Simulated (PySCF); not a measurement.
Two structures of BH$_{5}$O, singlet, reached by relaxing down either side of one saddle point (PBE0-D4/def2-TZVP). Energies are electronic, without zero-point energy. Computed with PySCF 2.14 with density fitting (its default auxiliary sets; JK sets also for MP2 and CCSD(T)) (basis: def2-TZVPP and def2-QZVPP); correlated methods freeze the cores. Extrapolation: Hartree–Fock as exp(−7.88 √X), correlation as X^−2.97. First:

```xyz
7
angstrom
B -0.6907 -0.0592 -0.2707
H -0.7158 -0.9822 -1.0437
H -0.9762 1.0170 -0.7292
H -1.1506 -0.2915 0.8244
H 1.2863 -0.7026 0.4229
O 0.9622 0.1107 0.0197
H 1.0880 0.8182 0.6622
```

Second:

```tsv
atom	x (Å)	y (Å)	z (Å)
B1	-0.4485	0.7911	-0.0575
H2	-0.0344	-2.2786	-0.5514
H3	-0.7389	0.8108	-1.2177
H4	-1.2275	0.4641	0.7974
H5	0.6795	-2.1026	-0.4245
O6	0.8069	1.1639	0.2626
H7	0.9857	1.1324	1.2057
```

(1) Which bonds change from the first to the second?

(2) Give the saddle point's structure and its height above each. (An estimate is asked for; the value comes from the calculation.)

T1 diagnostic: at most 0.015. The end structure is not quite a true minimum (one mode of 56i cm⁻¹).

Answers

(1) BH₃ + H₂O → BH₃O ([BH2][OH]) + H₂; bonds formed: H2–H5; dative contacts that become bonds: B1–O6; bonds broken: B1–H2, H5–O6.

(2) By the calculation: 101.8 kJ/mol above the first and 167.7 kJ/mol above the second (CCSD(T) at an estimated basis limit (MP2 extrapolated from triple and quadruple zeta, plus CCSD(T) − MP2 in triple zeta)).
| atom | x (Å) | y (Å) | z (Å) |
| --- | --- | --- | --- |
| B1 | -0.4883 | -0.0004 | -0.2183 |
| H2 | 0.0249 | -1.2260 | -0.3311 |
| H3 | -0.8685 | 0.3013 | -1.3085 |
| H4 | -1.2493 | -0.0425 | 0.7048 |
| H5 | 0.7616 | -0.5632 | -0.0544 |
| O6 | 0.8922 | 0.6779 | 0.1315 |
| H7 | 0.9273 | 0.8528 | 1.0761 |

The step is the kind of ligand exchange by which a precursor binds to a hydroxyl group, or is hydrolysed, in atomic layer deposition of oxides.

Labels in which every atom is bracketed show which atoms are joined, not bond orders.

For scale, one of the runs: CCSD(T)/def2-TZVPP, 132 basis functions, launched by `OMP_NUM_THREADS=4 python run.py`. The run took 76 s on 4 CPU threads of an AMD EPYC (shared host), with 0.62 GiB of host memory at its peak.
